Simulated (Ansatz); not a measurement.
The input, for Ansatz 0.2.0:

```yaml
crystal:
  periodic: [false, false, false]
  atoms:
    - {symbol: Al, position_ang: [0.000000, 0.000000, 0.000000]}
    - {symbol: P, position_ang: [0.000000, 0.000000, 2.072600]}
basis:
  gaussian: {orbitals: cc-pVDZ}
correlation: {method: fic_mrcisd_q, electrons: outside_noble_gas, active_space: {window: {electrons: 8, orbitals: 8}, shells: [{species: Al, l: s, shell: 3}, {species: Al, l: p, shell: 3}, {species: P, l: s, shell: 3}, {species: P, l: p, shell: 3}]}}
```

```sh
$ ansatz run in.yaml --threads 1 --pin off --events-out ev --progress --plain --max-ram 2393MiB
```

Output:

```
659 factors; integrals over basis functions are off by at most 1.6e-7 eV
mean field evaluation 1: about -15849.5372 eV, gradient 1.8e1 eV
mean field evaluation 2: about -15849.5404 eV, gradient 1.8e1 eV
mean field evaluation 4: about -15851.4590 eV, gradient 1.0e0 eV
mean field evaluation 8: about -15851.4704 eV, gradient 8.7e-4 eV
mean field evaluation 16: about -15851.5737 eV, gradient 1.2e-1 eV
mean field evaluation 32: about -15831.6687 eV, gradient 2.8e1 eV
mean field evaluation 64: about -15851.2768 eV, gradient 1.7e-4 eV
mean field evaluation 96: about -15851.5743 eV, gradient 8.0e-2 eV
mean field evaluation 128: about -15851.4704 eV, gradient 8.4e-5 eV
mean field -15851.57491871 eV, -582.5346336791 hartree, gradient 2.2e-6 eV, S^2 0.000000; 13 other end points of the search recorded, 0 dependent functions left out; unrestricted orbitals would lower it
reference -15851.57491871 eV, -582.5346336791 hartree; 14, 14 occupied and 22, 22 virtual orbitals, 659 factors
state -15854.38099027 eV, -582.6377549069 hartree
contracted CI cycle   1: correlation 0.00000000 eV, 0.0000000000 hartree, residual 1.09e1 eV
contracted CI cycle   2: correlation -2.64387257 eV, -0.0971605250 hartree, residual 2.43e0 eV
contracted CI cycle   3: correlation -2.76503961 eV, -0.1016133315 hartree, residual 5.52e-1 eV
contracted CI cycle   4: correlation -2.77144598 eV, -0.1018487612 hartree, residual 1.49e-1 eV
contracted CI cycle   5: correlation -2.77191058 eV, -0.1018658351 hartree, residual 4.13e-2 eV
contracted CI cycle   6: correlation -2.77194596 eV, -0.1018671350 hartree, residual 1.14e-2 eV
contracted CI cycle   7: correlation -2.77194853 eV, -0.1018672294 hartree, residual 3.20e-3 eV
contracted CI cycle   8: correlation -2.77194873 eV, -0.1018672370 hartree, residual 8.93e-4 eV
state -15854.38099027 eV, -582.6377549069 hartree; corrected -15857.35194141 eV, -582.7469353476 hartree
Total energy: -15857.35194141 eV, -582.7469353476 hartree
Checks for a lower state left out: starts, orbital_swaps
```

Natural occupations: 1.9862 1.9149 1.9149 1.8228 0.1733 0.0872 0.0872 0.0135.

Ran on 1 thread of Arm Neoverse V1, shared host: 5.5 s wall, 0.19 GiB peak host memory.
